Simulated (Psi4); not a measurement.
# [HSO3]− (SMILES O=[SH](=O)[O-]): UB2GP-PLYP/aug-cc-pwCVTZ (density fitting, density fitting for correlation)

Aim: the vertical ionisation energy of [HSO3]− at UB2GP-PLYP/aug-cc-pwCVTZ (density fitting, density fitting for correlation), from 2 runs. 

The results are computed with Psi4 1.11.

2 further runs of the same task are left out: 1 that didn't finish, 1 set aside as unsound or not needed.

### Step 1. Starting point

[HSO3]− has 5 atoms, charge -1, and is taken as a singlet. As SMILES, `O=[SH](=O)[O-]`. The shape is that of a GFN2-xTB optimisation.

Bond lengths: O1–S2 1.457 Å, S2–O3 1.457 Å, S2–O4 1.456 Å, S2–H5 1.447 Å. Angles: O1–S2–O3 115.1°, O1–S2–O4 115.2°, O3–S2–O4 115.2°, O1–S2–H5 102.9°, O3–S2–H5 102.9°, O4–S2–H5 102.9°.

### Step 2. The energy at UB2GP-PLYP/aug-cc-pwCVTZ (density fitting, density fitting for correlation)

Input file calc.dat:

```
memory 1600 mb

molecule m {
  -1 1
  O
  S 1 1.45669
  O 2 1.456796 1 115.08939
  O 2 1.456163 1 115.18274 3 137.68063
  H 2 1.446821 4 102.89976 1 -111.17962
  units angstrom
}

set {
  basis       aug-cc-pwCVTZ
  reference   uks
  scf_type    df
  freeze_core true
}

energy('b2gpplyp')
```

Command:

```console
$ psi4 calc.dat calc.out -n 1
```

calc.out (excerpt; [...] marks lines left out):

```text
[...]
  Running in c1 symmetry.
[...]
  Nuclear repulsion =  192.274119635460181
[...]
  Multiplicity = 1
[...]
  Nalpha       = 21
  Nbeta        = 21
[...]
    Number of basis functions: 275
[...]
   @DF-UKS iter   1:  -623.63308060727661    1.77306e-01   3.32802e-03 ADIIS/DIIS
[...]
   @DF-UKS iter   7:  -623.92457060339336   -3.68208e-07   8.71363e-07 DIIS
[...]
   @S^2 Observed:                3.197442311E-14
[...]
    Orbital Energies [Eh]
    ---------------------
    Alpha Occupied:
       1A    -90.621027     2A    -19.725404     3A    -19.725094
       4A    -19.725068     5A     -8.484023     6A     -6.291659
       7A     -6.290752     8A     -6.290751     9A     -1.124533
      10A     -0.985429    11A     -0.985005    12A     -0.544781
      13A     -0.427726    14A     -0.376638    15A     -0.376570
      16A     -0.259186    17A     -0.259156    18A     -0.220891
      19A     -0.220622    20A     -0.193778    21A     -0.171369
    Alpha Virtual:
      22A      0.133582    23A      0.187566    24A      0.188197
      25A      0.188198    26A      0.244994    27A      0.280991
[...]
  @DF-UKS Final Energy:  -623.92457060339336
   => Energetics <=
    Nuclear Repulsion Energy =            192.2741196354601811
    One-Electron Energy =               -1252.3597825793208358
    Two-Electron Energy =                 454.9077630898883058
    DFT Exchange-Correlation Energy =     -18.7466707494211313
    Empirical Dispersion Energy =           0.0000000000000000
    VV10 Nonlocal Energy =                  0.0000000000000000
    Total Energy =                       -623.9245706033934766
[...]
 Multipole Moments:
 ------------------------------------------------------------------------------------
     Multipole            Electronic (a.u.)      Nuclear  (a.u.)        Total (a.u.)
 ------------------------------------------------------------------------------------
 L = 1.  Multiply by 2.5417464519 to convert [e a0] to [Debye]
 Dipole X            :          0.8000601           -1.3840612           -0.5840011
 Dipole Y            :         -0.3075240            0.5359270            0.2284029
 Dipole Z            :         -0.1957670            0.3408263            0.1450594
 Magnitude           :                                                    0.6436361
[...]
```

Run time: 41 s. Hardware: 1 thread of AMD EPYC 7R43 (Zen 3), shared host; peak memory 1.3 GiB.

### Step 3. Doublet neutral HSO3 at the same level

Input file input.json:

```json
{
  "schema_name": "qcschema_input",
  "schema_version": 1,
  "molecule": {
    "schema_name": "qcschema_molecule",
    "schema_version": 2,
    "symbols": ["O", "S", "O", "O", "H"],
    "geometry": [-0.58976463, -0.48679345, 2.6909889, -0.11393159, -0.13624925, 0.00243775, 1.32086187, -2.15360748, -1.20186582, -2.25021028, 0.81014449, -1.45110179, 1.63302573, 1.9665057, -0.04045904],
    "molecular_charge": 0,
    "molecular_multiplicity": 2
  },
  "driver": "energy",
  "model": {
    "method": "b2gpplyp",
    "basis": "aug-cc-pwCVTZ"
  },
  "keywords": {
    "reference": "uks",
    "scf_type": "df",
    "freeze_core": true
  }
}
```

Command:

```console
$ psi4 --qcschema input.json -n 1 --memory 1600MB
```

stdout (excerpt; [...] marks lines left out):

```text
[...]
  Running in c1 symmetry.
[...]
  Nuclear repulsion =  192.274096758542356
[...]
  Multiplicity = 2
[...]
  Nalpha       = 21
  Nbeta        = 20
[...]
    Number of basis functions: 275
[...]
   @DF-UKS iter   1:  -623.45264869563630    3.57737e-01   3.01375e-03 DIIS/ADIIS
[...]
   @DF-UKS iter   9:  -623.71178709144203   -5.23363e-07   8.73655e-07 DIIS
[...]
   @S^2 Observed:                7.814956395E-01
[...]
    Orbital Energies [Eh]
    ---------------------
    Alpha Occupied:
       1A    -90.890668     2A    -20.017824     3A    -20.017700
       4A    -20.017410     5A     -8.758212     6A     -6.566114
       7A     -6.563807     8A     -6.563803     9A     -1.409227
      10A     -1.272884    11A     -1.272834    12A     -0.846892
      13A     -0.711172    14A     -0.650393    15A     -0.650252
      16A     -0.539443    17A     -0.539389    18A     -0.510563
      19A     -0.503342    20A     -0.503262    21A     -0.446673
    Alpha Virtual:
      22A     -0.005514    23A      0.040856    24A      0.051174
      25A      0.051206    26A      0.075560    27A      0.116970
[...]
  @DF-UKS Final Energy:  -623.71178709144203
   => Energetics <=
    Nuclear Repulsion Energy =            192.2740967585423562
    One-Electron Energy =               -1241.0325305987389584
    Two-Electron Energy =                 443.6608091380922474
    DFT Exchange-Correlation Energy =     -18.6141623893376149
    Empirical Dispersion Energy =           0.0000000000000000
    VV10 Nonlocal Energy =                  0.0000000000000000
    Total Energy =                       -623.7117870914420337
[...]
 Multipole Moments:
 ------------------------------------------------------------------------------------
     Multipole            Electronic (a.u.)      Nuclear  (a.u.)        Total (a.u.)
 ------------------------------------------------------------------------------------
 L = 1.  Multiply by 2.5417464519 to convert [e a0] to [Debye]
 Dipole X            :         -0.2839072            0.9727971            0.6888899
 Dipole Y            :         -0.3447357            1.1713635            0.8266278
 Dipole Z            :          0.0075724           -0.0240666           -0.0164942
 Magnitude           :                                                    1.0761760
[...]
```

The result, in JSON:

```text
{
 "driver": "energy",
 "model": {
  "method": "b2gpplyp",
  "basis": "aug-cc-pwCVTZ"
 },
 "success": true,
 "return_result": -624.111044481658,
 "properties": {
  "calcinfo_nbasis": 275,
  "calcinfo_nmo": 275,
  "calcinfo_nalpha": 21,
  "calcinfo_nbeta": 20,
  "calcinfo_natom": 5,
  "nuclear_repulsion_energy": 192.27409675854236,
  "return_energy": -624.111044481658,
  "scf_one_electron_energy": -1241.032530598739,
  "scf_two_electron_energy": 443.66080913809225,
  "scf_xc_energy": -18.614162389337615,
  "scf_dipole_moment": [0.6888898761420352, 0.8266277698964479, -0.016494196229691928],
  "scf_total_energy": -623.711787091442,
  "scf_iterations": 9
 }
}
```

Run time: 40 s. Hardware: 1 thread of AMD EPYC 7R43 (Zen 3), shared host; peak memory 1.3 GiB.

### Step 4. Summary of results

At UB2GP-PLYP/aug-cc-pwCVTZ (density fitting, density fitting for correlation), 8 core orbitals frozen:

```
                                                                      quantity          value
                                                 singlet [HSO3]−: total energy  -624.32212 Eh
                            singlet [HSO3]−: HOMO energy (SCF part's orbitals)       -4.66 eV
                            singlet [HSO3]−: LUMO energy (SCF part's orbitals)        3.63 eV
        singlet [HSO3]−: HOMO–LUMO gap (to an unbound level, set by the basis)        8.30 eV
                                            doublet neutral HSO3: total energy  -624.11104 Eh
doublet neutral HSO3: HOMO energy (SCF part's orbitals) (highest over α and β)      -11.87 eV
 doublet neutral HSO3: LUMO energy (SCF part's orbitals) (lowest over α and β)       -6.33 eV
                                                    doublet neutral HSO3: ⟨S²⟩          0.781
                           vertical detachment energy (to the doublet neutral)       5.744 eV
```

In words: Removing an electron at fixed nuclei costs 5.74 eV (132 kcal/mol). The negative HOMO energy of the first species, 4.66 eV, lies 1.08 eV below that difference.
